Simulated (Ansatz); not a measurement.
**SiClO (quartet): the correlation ladder, def2-QZVPP**

One table from this session's results is given with a row withheld; the runs are named, their logs left out.

Program: Ansatz 0.2.0, Gaussian basis. Level of theory: def2-QZVPP, core rule «outside noble gas», up to 11 orbitals frozen. These are calculated values, not measurements.

Plan: UHF; ROHF; CCSD(T) on UHF.

### The system

The geometry is a PBE0/def2-TZVP stationary point (not a proven minimum).

3 atoms, charge 0, spin multiplicity 4.

Atoms are counted from 1 here; the program's logs count them from 0.

Bond lengths: Cl1–Si3 2.238 Å, O2–Si3 1.908 Å. Angles: Cl1–Si3–O2 65.5°.

Set-up of the first run:

File in.yaml:

```yaml
crystal:
  periodic: [false, false, false]
  atoms:
    - {symbol: Cl, position_ang: [0.000000, -0.104654, 1.131961]}
    - {symbol: O, position_ang: [0.000000, 1.273898, -0.660805]}
    - {symbol: Si, position_ang: [0.000000, -0.593591, -1.052463]}
basis:
  gaussian: {orbitals: "def2-QZVPP.json"}
magnetization: {spin_polarized: true, initial_magnetization: 3}
hamiltonian: {xc: hf}
output: {orbitals: {seedname: orbitals}}
```

The run is started by

```bash
> ansatz run in.yaml --threads 1 --pin off --events-out ev --progress --plain --max-ram 2393MiB
```

Steps of the session up to this table: UHF; ROHF; CCSD(T) on UHF.

One table of the session follows, with a row left open; its other results are not shown here.

It belongs to the step «Misses and costs». 

```
  method  from UCCSD(T) (meV)
    ROHF             +15424.0
     UHF             +14929.9
    UMP2                    ?
   UCCSD               +734.4
UCCSD(T)                    0
```

Q: Estimate the row for UMP2 from the others.

The run gave: from UCCSD(T) (meV): +2009.4. In the column «from UCCSD(T) (meV)» it lies between UCCSD (+734.4) and UHF (+14929.9).
